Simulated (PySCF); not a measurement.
# AlOF: one geometry, many levels of theory

How much do the numbers for AlOF (singlet) hang on the method? All levels run at one geometry, the PBE0 minimum.

The runs use PySCF 2.14.0; several methods, basis Al def2-TZVP, O def2-TZVP, F def2-TZVP, no relativity, density fitting.

## (1) Starting geometry

3 atoms, charge 0, spin multiplicity 1.

Bond lengths: Al1–O2 1.593 Å, Al1–F3 1.631 Å. Angles: O2–Al1–F3 180.0°.

```xyz
3
charge 0 multiplicity 1
Al    0.0000    0.0000   -0.0889
O     0.0000    0.0000   -1.6815
F     0.0000    0.0000    1.5418
```

## (2) PBE0

One driver script runs all steps and calls PySCF; scf.py shows the equivalent input of each level. Each SCF starts from the density of the minimum. The driver also runs the species with one electron less or more at the same geometry (one less: multiplicity 2, one more: multiplicity 2); their logs are not shown.

scf.py

```python
from pyscf import gto, scf, dft
mol = gto.M(atom='''
Al     0.000000    -0.000000    -0.088897
O      0.000000     0.000000    -1.681483
F     -0.000000    -0.000000     1.541848''',
    basis={'Al': 'def2-TZVP', 'O': 'def2-TZVP', 'F': 'def2-TZVP'},
    charge=0, spin=0)
mf = dft.RKS(mol, xc='PBE0')
mf.grids.atom_grid = (75, 302)
aux = {'Al': 'def2-universal-JKFIT', 'O': 'def2-universal-JKFIT', 'F': 'def2-universal-JKFIT'}
mf = mf.density_fit(auxbasis=aux)
mf.conv_tol = 1e-08
mf.diis_space = 10
mf.max_cycle = 60
mf.verbose = 4
mf.kernel()
```

Command:

```
$ OMP_NUM_THREADS=2 python axn.py task.json out
```

Log:

```text
init E= -417.340949590325
  HOMO = -0.294767509753378  LUMO = -0.104810414159836  gap/eV = 5.16900
cycle= 1 E= -417.340949590073  delta_E= 2.51e-10  |g|= 3.79e-05  |ddm|= 2.64e-05
  HOMO = -0.294752998390424  LUMO = -0.104808555429898  gap/eV = 5.16865
Extra cycle  E= -417.340949588024  delta_E= 2.05e-09  |g|= 0.000108  |ddm|= 7.55e-05
converged SCF energy = -417.340949588024
```

This level, with the species of one electron less or more, needed 1.4 s of wall time on 2 threads of Arm Neoverse V1, shared host.

```
energy                        : -417.340950 Eh
one electron less (charge +1) : -416.959750 Eh (doublet, ⟨S²⟩ 0.75)
one electron more (charge -1) : -417.374670 Eh (doublet, ⟨S²⟩ 0.76)
Mulliken charge of Al1        : +0.76 e
```

## (3) HF

Changes to scf.py since step 2:

```diff
@@ -8,2 +8 @@
-mf = dft.RKS(mol, xc='PBE0')
-mf.grids.atom_grid = (75, 302)
+mf = scf.RHF(mol)
```

Log, shortened:

```text
[... the frontier levels of the middle cycles are left out ...]
init E= -416.321770516262
  HOMO = -0.440551098806031  LUMO = 0.00578650109368084  gap/eV = 12.14546
cycle= 1 E= -416.341948632382  delta_E= -0.0202  |g|= 0.0734  |ddm|= 0.243
  HOMO = -0.415015563208752  LUMO = 0.00377307153819828  gap/eV = 11.39582
cycle= 2 E= -416.342595624057  delta_E= -0.000647  |g|= 0.0462  |ddm|= 0.0607
  HOMO = -0.426551078804667  LUMO = 0.00330902542629019  gap/eV = 11.69709
cycle= 3 E= -416.343002971636  delta_E= -0.000407  |g|= 0.0162  |ddm|= 0.03
cycle= 4 E= -416.343067618929  delta_E= -6.46e-05  |g|= 0.00357  |ddm|= 0.0107
cycle= 5 E= -416.343075493698  delta_E= -7.87e-06  |g|= 0.00191  |ddm|= 0.0043
cycle= 6 E= -416.343079435202  delta_E= -3.94e-06  |g|= 0.000797  |ddm|= 0.00367
cycle= 7 E= -416.343080511876  delta_E= -1.08e-06  |g|= 0.000185  |ddm|= 0.00265
cycle= 8 E= -416.343080561939  delta_E= -5.01e-08  |g|= 2.43e-05  |ddm|= 0.000687
cycle= 9 E= -416.343080562237  delta_E= -2.98e-10  |g|= 7.25e-06  |ddm|= 4.77e-05
  HOMO = -0.421367119087633  LUMO = 0.00334967427860278  gap/eV = 11.55713
Extra cycle  E= -416.343080562262  delta_E= -2.47e-11  |g|= 3.29e-06  |ddm|= 8.68e-06
converged SCF energy = -416.343080562262
```

This level, with the species of one electron less or more, took 0.9 s.

| Item | Value |
| --- | --- |
| energy | -416.343081 Eh |
| one electron less (charge +1) | -416.036927 Eh (doublet, ⟨S²⟩ 0.76) |
| one electron more (charge -1) | -416.354076 Eh (doublet, ⟨S²⟩ 0.81) |
| Mulliken charge of Al1 | +1.04 e |

## (4) PBE

Changes to scf.py since step 3:

```diff
@@ -8 +8,2 @@
-mf = scf.RHF(mol)
+mf = dft.RKS(mol, xc='PBE')
+mf.grids.atom_grid = (75, 302)
```

Log, shortened:

```text
[... the frontier levels of the middle cycles are left out ...]
init E= -417.330612309909
  HOMO = -0.231846053625672  LUMO = -0.133683811449195  gap/eV = 2.67113
cycle= 1 E= -417.328183568971  delta_E= 0.00243  |g|= 0.16  |ddm|= 0.195
  HOMO = -0.295090885197488  LUMO = -0.141876659783136  gap/eV = 4.16917
cycle= 2 E= -417.252313125939  delta_E= 0.0759  |g|= 0.627  |ddm|= 0.461
  HOMO = -0.246975571711878  LUMO = -0.13651444511661  gap/eV = 3.00580
cycle= 3 E= -417.333482141536  delta_E= -0.0812  |g|= 0.0639  |ddm|= 0.323
cycle= 4 E= -417.334016935003  delta_E= -0.000535  |g|= 0.0337  |ddm|= 0.0327
cycle= 5 E= -417.334262992487  delta_E= -0.000246  |g|= 0.00442  |ddm|= 0.0239
cycle= 6 E= -417.334267196195  delta_E= -4.2e-06  |g|= 0.000913  |ddm|= 0.00276
cycle= 7 E= -417.33426736963  delta_E= -1.73e-07  |g|= 0.000214  |ddm|= 0.000423
cycle= 8 E= -417.334267379568  delta_E= -9.94e-09  |g|= 1.11e-05  |ddm|= 0.000137
  HOMO = -0.244298795526901  LUMO = -0.136698790354444  gap/eV = 2.92795
Extra cycle  E= -417.334267379438  delta_E= 1.31e-10  |g|= 2.8e-05  |ddm|= 1.86e-05
converged SCF energy = -417.334267379438
```

This level, with the species of one electron less or more, took 3.9 s.

```
energy                        : -417.334267 Eh
one electron less (charge +1) : -416.939675 Eh (doublet, ⟨S²⟩ 0.75)
one electron more (charge -1) : -417.367550 Eh (doublet, ⟨S²⟩ 0.76)
Mulliken charge of Al1        : +0.66 e
```

## (5) CCSD(T)

Changes to scf.py since step 4:

```diff
@@ -8,2 +8 @@
-mf = dft.RKS(mol, xc='PBE')
-mf.grids.atom_grid = (75, 302)
+mf = scf.RHF(mol)
@@ -16,0 +16,3 @@
+from pyscf import cc
+mycc = cc.CCSD(mf, frozen=7).run()
+mycc.ccsd_t()
```

The SCF cycles repeat those of step 3.

Log:

```text
CCSD nocc = 8, nmo = 92
Init t2, MP2 energy = -416.916319337108  E_corr(MP2) -0.573238774845721
RCCSD converged
E(RCCSD) = -416.9058715823019  E_corr = -0.5627910200398869
RCCSD(T) correction = -0.0229675195153188
```

This level, with the species of one electron less or more, took 2.9 min.

| Quantity | Value |
| --- | --- |
| energy | -416.928839 Eh |
| one electron less (charge +1) | -416.544449 Eh (doublet, ⟨S²⟩ 0.76) |
| MP2 correlation in its own fitting basis (same spin, opposite spin) | -0.57301 Eh (-0.15178, -0.42123) |
| CCSD, (T) | -0.56279, -0.02297 Eh; T1 0.024, D1 0.063 |

Left undone: coupled cluster skipped for cost (one electron more).

## (6) r2SCAN

Changes to scf.py since step 5:

```diff
@@ -8 +8,2 @@
-mf = scf.RHF(mol)
+mf = dft.RKS(mol, xc='R2SCAN')
+mf.grids.atom_grid = (90, 434)
@@ -16,3 +16,0 @@
-from pyscf import cc
-mycc = cc.CCSD(mf, frozen=7).run()
-mycc.ccsd_t()
```

Log, shortened:

```text
[... the frontier levels of the middle cycles are left out ...]
init E= -417.532833922274
  HOMO = -0.250256536717129  LUMO = -0.122455054207386  gap/eV = 3.47766
cycle= 1 E= -417.533521327408  delta_E= -0.000687  |g|= 0.0167  |ddm|= 0.114
  HOMO = -0.255758493737949  LUMO = -0.123605264876431  gap/eV = 3.59607
cycle= 2 E= -417.533097124728  delta_E= 0.000424  |g|= 0.0475  |ddm|= 0.0381
  HOMO = -0.251770628799698  LUMO = -0.123156670405784  gap/eV = 3.49976
cycle= 3 E= -417.5335568445  delta_E= -0.00046  |g|= 0.0085  |ddm|= 0.029
cycle= 4 E= -417.533565647256  delta_E= -8.8e-06  |g|= 0.00409  |ddm|= 0.00513
cycle= 5 E= -417.533568527644  delta_E= -2.88e-06  |g|= 0.000346  |ddm|= 0.00198
cycle= 6 E= -417.533568541669  delta_E= -1.4e-08  |g|= 0.000148  |ddm|= 0.000289
cycle= 7 E= -417.53356854678  delta_E= -5.11e-09  |g|= 1.13e-05  |ddm|= 8.72e-05
  HOMO = -0.252363870105962  LUMO = -0.123470723571636  gap/eV = 3.50736
Extra cycle  E= -417.533568546498  delta_E= 2.82e-10  |g|= 3.84e-05  |ddm|= 2.87e-05
converged SCF energy = -417.533568546498
```

This level, with the species of one electron less or more, needed 9.5 s of wall time on 2 threads of Arm Neoverse V1, shared host.

- energy: -417.533569 Eh
- one electron less (charge +1): -417.148943 Eh (doublet, ⟨S²⟩ 0.75)
- one electron more (charge -1): -417.568184 Eh (doublet, ⟨S²⟩ 0.77)
- Mulliken charge of Al1: +0.78 e

## (7) B3LYP

Changes to scf.py since step 6:

```diff
@@ -8,2 +8,2 @@
-mf = dft.RKS(mol, xc='R2SCAN')
-mf.grids.atom_grid = (90, 434)
+mf = dft.RKS(mol, xc='B3LYP')
+mf.grids.atom_grid = (75, 302)
```

Log, shortened:

```text
[... the frontier levels of the middle cycles are left out ...]
init E= -417.656983584634
  HOMO = -0.285207345872532  LUMO = -0.115848626596105  gap/eV = 4.60849
cycle= 1 E= -417.658180041112  delta_E= -0.0012  |g|= 0.028  |ddm|= 0.0767
  HOMO = -0.282831685807  LUMO = -0.116143610955113  gap/eV = 4.53581
cycle= 2 E= -417.657708755868  delta_E= 0.000471  |g|= 0.0555  |ddm|= 0.0346
  HOMO = -0.288714060555476  LUMO = -0.117159446080848  gap/eV = 4.66824
cycle= 3 E= -417.658202216116  delta_E= -0.000493  |g|= 0.0185  |ddm|= 0.0357
cycle= 4 E= -417.658269627502  delta_E= -6.74e-05  |g|= 0.00461  |ddm|= 0.00962
cycle= 5 E= -417.658272869452  delta_E= -3.24e-06  |g|= 0.000417  |ddm|= 0.00206
cycle= 6 E= -417.658272893975  delta_E= -2.45e-08  |g|= 9.27e-05  |ddm|= 0.00024
cycle= 7 E= -417.65827289592  delta_E= -1.94e-09  |g|= 6.54e-06  |ddm|= 5.26e-05
  HOMO = -0.286893433661295  LUMO = -0.117021463439912  gap/eV = 4.62245
Extra cycle  E= -417.658272895916  delta_E= 3.92e-12  |g|= 1.03e-05  |ddm|= 9.2e-06
converged SCF energy = -417.658272895916
```

This level, with the species of one electron less or more, took 3.1 s.

* energy: -417.658273 Eh
* one electron less (charge +1): -417.269796 Eh (doublet, ⟨S²⟩ 0.75)
* one electron more (charge -1): -417.692694 Eh (doublet, ⟨S²⟩ 0.75)
* Mulliken charge of Al1: +0.77 e

## (8) TPSSh

Changes to scf.py since step 7:

```diff
@@ -8,2 +8,2 @@
-mf = dft.RKS(mol, xc='B3LYP')
-mf.grids.atom_grid = (75, 302)
+mf = dft.RKS(mol, xc='TPSSH')
+mf.grids.atom_grid = (90, 434)
```

Log, shortened:

```text
[... the frontier levels of the middle cycles are left out ...]
init E= -417.63832583865
  HOMO = -0.262671128596794  LUMO = -0.115859275363853  gap/eV = 3.99495
cycle= 1 E= -417.638805222155  delta_E= -0.000479  |g|= 0.0132  |ddm|= 0.0719
  HOMO = -0.268672873854153  LUMO = -0.116853057726928  gap/eV = 4.13123
cycle= 2 E= -417.638465703908  delta_E= 0.00034  |g|= 0.0423  |ddm|= 0.0365
  HOMO = -0.265255247117458  LUMO = -0.116426782187879  gap/eV = 4.04983
cycle= 3 E= -417.638844265898  delta_E= -0.000379  |g|= 0.0028  |ddm|= 0.0221
cycle= 4 E= -417.638846030542  delta_E= -1.76e-06  |g|= 0.000693  |ddm|= 0.00315
cycle= 5 E= -417.638846063077  delta_E= -3.25e-08  |g|= 0.000375  |ddm|= 0.000525
cycle= 6 E= -417.638846082537  delta_E= -1.95e-08  |g|= 0.000135  |ddm|= 0.000147
cycle= 7 E= -417.638846086537  delta_E= -4e-09  |g|= 8.34e-06  |ddm|= 8.41e-05
  HOMO = -0.265018462281561  LUMO = -0.11653798236452  gap/eV = 4.04036
Extra cycle  E= -417.638846086509  delta_E= 2.84e-11  |g|= 1.6e-05  |ddm|= 1.09e-05
converged SCF energy = -417.638846086509
```

This level, with the species of one electron less or more, took 9.2 s.

| Property | Result |
| --- | --- |
| energy | -417.638846 Eh |
| one electron less (charge +1) | -417.257185 Eh (doublet, ⟨S²⟩ 0.75) |
| one electron more (charge -1) | -417.669901 Eh (doublet, ⟨S²⟩ 0.76) |
| Mulliken charge of Al1 | +0.73 e |

## (9) M06-L

Changes to scf.py since step 8:

```diff
@@ -8 +8 @@
-mf = dft.RKS(mol, xc='TPSSH')
+mf = dft.RKS(mol, xc='M06L')
```

Log, shortened:

```text
[... the frontier levels of the middle cycles are left out ...]
init E= -417.589956553267
  HOMO = -0.246820814841538  LUMO = -0.121317934183047  gap/eV = 3.41511
cycle= 1 E= -417.593850883701  delta_E= -0.00389  |g|= 0.019  |ddm|= 0.224
  HOMO = -0.245468437730602  LUMO = -0.118372093720978  gap/eV = 3.45847
cycle= 2 E= -417.593733736128  delta_E= 0.000117  |g|= 0.031  |ddm|= 0.0349
  HOMO = -0.242985350824033  LUMO = -0.118703256326029  gap/eV = 3.38189
cycle= 3 E= -417.593849957695  delta_E= -0.000116  |g|= 0.0179  |ddm|= 0.0255
cycle= 4 E= -417.593907528159  delta_E= -5.76e-05  |g|= 0.00636  |ddm|= 0.0121
cycle= 5 E= -417.593915317919  delta_E= -7.79e-06  |g|= 0.00125  |ddm|= 0.00487
cycle= 6 E= -417.593915600166  delta_E= -2.82e-07  |g|= 0.000215  |ddm|= 0.000678
cycle= 7 E= -417.593915610706  delta_E= -1.05e-08  |g|= 3.98e-05  |ddm|= 0.000177
cycle= 8 E= -417.593915611087  delta_E= -3.81e-10  |g|= 3.59e-06  |ddm|= 2.9e-05
  HOMO = -0.244675589142887  LUMO = -0.119374683387598  gap/eV = 3.40961
Extra cycle  E= -417.593915611064  delta_E= 2.35e-11  |g|= 1.09e-05  |ddm|= 9.18e-06
converged SCF energy = -417.593915611064
```

This level, with the species of one electron less or more, took 12 s.

- energy: -417.593916 Eh
- one electron less (charge +1): -417.215354 Eh (doublet, ⟨S²⟩ 0.76)
- one electron more (charge -1): -417.618895 Eh (doublet, ⟨S²⟩ 0.76)
- Mulliken charge of Al1: +0.92 e

## (10) BP86

Changes to scf.py since step 9:

```diff
@@ -8,2 +8,2 @@
-mf = dft.RKS(mol, xc='M06L')
-mf.grids.atom_grid = (90, 434)
+mf = dft.RKS(mol, xc='B88,P86')
+mf.grids.atom_grid = (75, 302)
```

Log, shortened:

```text
[... the frontier levels of the middle cycles are left out ...]
init E= -417.654922106353
  HOMO = -0.236593997080848  LUMO = -0.136586080270924  gap/eV = 2.72135
cycle= 1 E= -417.653521465023  delta_E= 0.0014  |g|= 0.146  |ddm|= 0.194
  HOMO = -0.294760877669975  LUMO = -0.144532491938989  gap/eV = 4.08792
cycle= 2 E= -417.587850655481  delta_E= 0.0657  |g|= 0.583  |ddm|= 0.431
  HOMO = -0.250908361984918  LUMO = -0.139319667800841  gap/eV = 3.03648
cycle= 3 E= -417.657971184423  delta_E= -0.0701  |g|= 0.0609  |ddm|=  0.3
cycle= 4 E= -417.658473414331  delta_E= -0.000502  |g|= 0.0318  |ddm|= 0.0313
cycle= 5 E= -417.658694310282  delta_E= -0.000221  |g|= 0.004  |ddm|= 0.0226
cycle= 6 E= -417.658697719301  delta_E= -3.41e-06  |g|= 0.000887  |ddm|= 0.00245
cycle= 7 E= -417.658697888774  delta_E= -1.69e-07  |g|= 0.000195  |ddm|= 0.000429
cycle= 8 E= -417.658697897091  delta_E= -8.32e-09  |g|= 1.22e-05  |ddm|= 0.000123
  HOMO = -0.248401046383459  LUMO = -0.139658684386823  gap/eV = 2.95903
Extra cycle  E= -417.658697896713  delta_E= 3.78e-10  |g|= 4.41e-05  |ddm|= 3.04e-05
converged SCF energy = -417.658697896713
```

This level, with the species of one electron less or more, needed 3.8 s of wall time on 2 threads of Arm Neoverse V1, shared host.

| Property | Result |
| --- | --- |
| energy | -417.658698 Eh |
| one electron less (charge +1) | -417.260001 Eh (doublet, ⟨S²⟩ 0.75) |
| one electron more (charge -1) | -417.695877 Eh (doublet, ⟨S²⟩ 0.76) |
| Mulliken charge of Al1 | +0.68 e |

## (11) All levels side by side

| level | atomisation energy (kJ/mol) | vertical ionisation energy (eV) | vertical electron affinity (eV) | −ε(HOMO) (eV) | gap (eV) | dipole (D) | wall time |
| --- | --- | --- | --- | --- | --- | --- | --- |
| PBE0 | 1043 | 10.37 | 0.92 | 8.02 | 5.17 | 3.30 | 1.4 s |
| HF | 634 | 8.33 | 0.30 | 11.47 | 11.56 | 4.09 | 0.9 s |
| PBE | 1123 | 10.74 | 0.91 | 6.65 | 2.93 | 2.96 | 3.9 s |
| CCSD(T) | 1051 | 10.46 | – | – | – | – | 2.9 min |
| r2SCAN | 1094 | 10.47 | 0.94 | 6.87 | 3.51 | 3.20 | 9.5 s |
| B3LYP | 1061 | 10.57 | 0.94 | 7.81 | 4.62 | 3.23 | 3.1 s |
| TPSSh | 1050 | 10.39 | 0.85 | 7.21 | 4.04 | 3.20 | 9.2 s |
| M06-L | 1073 | 10.30 | 0.68 | 6.66 | 3.41 | 3.18 | 12 s |
| BP86 | 1121 | 10.85 | 1.01 | 6.76 | 2.96 | 3.00 | 3.8 s |

Times are for 2 threads of Arm Neoverse V1, shared host; PBE0 starts from its own converged density, so its time is not comparable. A dash stands where a species or a free atom was not run at that level, or the quantity is not defined.

Atomisation goes to high-spin atoms in their ground configurations, run at the same level, without zero-point energy.

## (12) Summary of results

```
                                 quantity                        value
atomisation energy, CCSD(T) in this basis                  1051 kJ/mol
      vertical ionisation energy, CCSD(T)                     10.46 eV
        vertical electron affinity, range  0.30 (HF) to 1.01 (BP86) eV
                       orbital gap, range  2.93 (PBE) to 11.56 (HF) eV
                                   T1, D1                 0.024, 0.063
                     T1, D1 of the cation                 0.016, 0.036
```

What this shows: The functionals' atomisation energies stand -8 kJ/mol (PBE0) to +72 kJ/mol (PBE) from CCSD(T); much of that can be the slow basis convergence of CCSD(T), which binds tens of kJ/mol more at its limit, so it ranks no functional. HF lacks the correlation that pairing electrons in bonds brings, so it binds too weakly, by 418 kJ/mol even against this CCSD(T). Against CCSD(T), the vertical ionisation energy is best met by r2SCAN (+0.01 eV) and worst by HF (-2.13 eV). CCSD(T) took 2.9 min, about 18 times as long as r2SCAN (9.5 s), which misses it by 0.01 eV. PBE's −ε(HOMO), 6.6 eV, falls 3.8 eV short of the ionisation energy, while its energy difference gives 10.7 eV. T1 is large, so single-reference CCSD(T) is itself in doubt here. Without diffuse functions electron affinities tend to come out too low.
